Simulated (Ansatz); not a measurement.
The input, for Ansatz 0.2.0:

```yaml
crystal:
  periodic: [false, false, false]
  atoms:
    - {symbol: Si, position_ang: [0.000000, -0.003927, 0.613335]}
    - {symbol: B, position_ang: [0.000000, -0.076477, -1.229420]}
    - {symbol: H, position_ang: [0.000000, 1.151939, -0.741657]}
    - {symbol: H, position_ang: [0.000000, -0.222256, -3.161929]}
basis:
  gaussian: {orbitals: 6-31G}
magnetization: {spin_polarized: true, initial_magnetization: 1}
correlation: {method: ccsdtq, electrons: outside_noble_gas}
```

```sh
$ ansatz run in.yaml --threads 2 --pin off --events-out ev --progress --plain --max-ram 23808MiB --backend cuda --devices 0, --max-vram 18GiB
```

(1) Roughly how long does this take on 2 threads of AMD EPYC 7R13 with a shared H100 80 GB, shared host, and how much host memory?

```
562 factors; integrals over basis functions are off by at most 1.5e-7 eV
mean field evaluation 1: about -8557.0862 eV, gradient 7.2e0 eV
mean field evaluation 2: about -8557.0890 eV, gradient 7.2e0 eV
mean field evaluation 4: about -8558.0429 eV, gradient 1.1e0 eV
mean field evaluation 8: about -8558.0879 eV, gradient 3.8e-1 eV
mean field evaluation 16: about -8558.2750 eV, gradient 5.5e-5 eV
mean field evaluation 32: about -8558.0636 eV, gradient 1.6e-2 eV
mean field evaluation 64: about -8557.0609 eV, gradient 2.5e-6 eV
mean field evaluation 96: about -8556.8352 eV, gradient 6.7e-2 eV
mean field evaluation 128: about -8555.6538 eV, gradient 1.0e-1 eV
mean field evaluation 160: about -8554.7702 eV, gradient 2.6e0 eV
...
cycle  15  -3.86200319 eV  change   -7.6e-5 eV  update   8.8e-5
cycle  16  -3.86207265 eV  change   -6.9e-5 eV  update   5.5e-5
cycle  17  -3.86214792 eV  change   -7.5e-5 eV  update   3.5e-5
cycle  18  -3.86219336 eV  change   -4.5e-5 eV  update   1.6e-5
cycle  19  -3.86223253 eV  change   -3.9e-5 eV  update   9.5e-6
cycle  20  -3.86225036 eV  change   -1.8e-5 eV  update   5.9e-6
cycle  21  -3.86225505 eV  change   -4.7e-6 eV  update   3.7e-6
cycle  22  -3.86225549 eV  change   -4.4e-7 eV  update   2.6e-6
cycle  23  -3.86225233 eV  change    3.2e-6 eV  update   1.5e-6
cycle  24  -3.86225137 eV  change    9.6e-7 eV  update   9.2e-7
Total energy: -8562.13727291 eV, -314.6527411544 hartree
```

For the same geometry and basis full CI lies 0.5 meV lower.

## Answers

(1) 15 s wall and 0.87 GiB.
